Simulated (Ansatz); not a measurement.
# C3H8O2: the cost of one run

Computed with Ansatz 0.2.0 through its Python package. The levels of theory stand in the script.

## (1) The structure

Bond lengths: C1–C2 1.519 Å, C2–O3 1.433 Å, C2–C4 1.531 Å, C4–O5 1.427 Å, C1–H6 1.095 Å, C1–H7 1.096 Å, C1–H8 1.094 Å, C2–H9 1.095 Å, O3–H10 0.974 Å, C4–H11 1.094 Å, C4–H12 1.095 Å, O5–H13 0.978 Å. Angles (14 of 20 angles, heavy atoms first): C1–C2–O3 109.8°, C1–C2–C4 112.2°, O3–C2–C4 108.5°, C2–C4–O5 109.5°, C1–C2–H9 110.1°, O3–C2–H9 106.4°, C4–C2–H9 109.6°, C2–C1–H6 110.4°, C2–C1–H7 111.1°, C2–C1–H8 111.2°, C2–O3–H10 107.9°, C2–C4–H11 111.5°, C2–C4–H12 111.0°, O5–C4–H11 108.5°.

No structure file is read: the coordinates are typed or built in the script.

## (2) Script

File methods_c3h8o2.py:

```python
from pathlib import Path
import warnings

import ansatz
import numpy as np

warnings.simplefilter("ignore", ansatz.DeckWarning)

c3h8o2 = (
    ansatz.Crystal.molecule()
    .atom("C", [1.4877, 0.2229, 0.2518])
    .atom("C", [0.0891, 0.3664, -0.3242])
    .atom("O", [-0.6204, 1.3957, 0.3769])
    .atom("C", [-0.7151, -0.9325, -0.2227])
    .atom("O", [-2.0151, -0.7335, -0.7761])
    .atom("H", [2.0232, 1.1765, 0.1946])
    .atom("H", [1.4513, -0.0543, 1.3111])
    .atom("H", [2.063, -0.5349, -0.2884])
    .atom("H", [0.1431, 0.685, -1.3707])
    .atom("H", [-0.5587, 1.2064, 1.33])
    .atom("H", [-0.2291, -1.7488, -0.7647])
    .atom("H", [-0.8501, -1.2298, 0.8223])
    .atom("H", [-2.2688, 0.1809, -0.5399])
)

job = c3h8o2.calculation().basis(gaussian="cc-pVDZ")

print("functional    E (Ha)        dipole (D)   HOMO (eV)  LUMO (eV)")
for name in ["hse06", "r2scan0", "b3lyp", "r2scan"]:
    summary = job.functional(name).forces().orbitals().run(runs_dir="runs").report
    lines = Path(summary["orbitals_path"]).read_text().splitlines()
    field_of = lambda key: [line.split("=")[1].strip() for line in lines if line.startswith(key)]
    orbitals = [(27.211386 * float(e), s, float(n)) for e, s, n in zip(field_of("Ene="), field_of("Spin="), field_of("Occup="))]
    homo = max(e for e, _, n in orbitals if n > 0.5)
    lumo = min(e for e, _, n in orbitals if n < 0.5)
    dipole = 4.803205 * np.linalg.norm(summary["charge_distribution"]["dipole_moment_e_ang"])
    print(f"{name:10s} {summary['free_energy_ev'] / 27.211386246:14.6f} {dipole:9.3f} {homo:11.3f} {lumo:10.3f}")
```

## (3) The calls as engine input

The engine receives this input (first run):

```yaml
crystal:
  periodic: [false, false, false]
  atoms:
    - { symbol: C, position_ang: [1.4877, 0.2229, 0.2518] }
    - { symbol: C, position_ang: [0.0891, 0.3664, -0.3242] }
    - { symbol: O, position_ang: [-0.6204, 1.3957, 0.3769] }
    - { symbol: C, position_ang: [-0.7151, -0.9325, -0.2227] }
    - { symbol: O, position_ang: [-2.0151, -0.7335, -0.7761] }
    - { symbol: H, position_ang: [2.0232, 1.1765, 0.1946] }
    - { symbol: H, position_ang: [1.4513, -0.0543, 1.3111] }
    - { symbol: H, position_ang: [2.063, -0.5349, -0.2884] }
    - { symbol: H, position_ang: [0.1431, 0.685, -1.3707] }
    - { symbol: H, position_ang: [-0.5587, 1.2064, 1.33] }
    - { symbol: H, position_ang: [-0.2291, -1.7488, -0.7647] }
    - { symbol: H, position_ang: [-0.8501, -1.2298, 0.8223] }
    - { symbol: H, position_ang: [-2.2688, 0.1809, -0.5399] }
basis:
  gaussian:
    orbitals: cc-pVDZ
hamiltonian:
  xc: hse06
output:
  orbitals: {}
  forces: true
```

## (4) The run

Started as:

```bash
> python methods_c3h8o2.py
```

**Question.** How long does this script take on 1 thread of Arm Neoverse V1, shared host, and how much memory does it need?

About 30 s, with a peak of 0.3 GiB.
